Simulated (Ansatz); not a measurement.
**Lattice constant a of P (model structure, started from the omega type, P6/mmm, No. 191, 3 atoms in the cell) at several levels of theory**

No measured value is used here.

| level (code) | value (Å) |
|---|---|
| PBE (Ansatz) | 4.480 |
| PBEsol (Ansatz) | 4.415 |
| PBE-D3(BJ) (Ansatz) | 4.389 |

Ansatz's density-functional and Hartree–Fock values are scalar-relativistic unless marked +SOC, with PAW data made under PBE.

A model structure was made by putting elements into a prototype or built by hand; it is no filed structure, need not be a known phase, and can be a saddle point held by its symmetry.

Ansatz is a quantum-chemistry and plane-wave program.
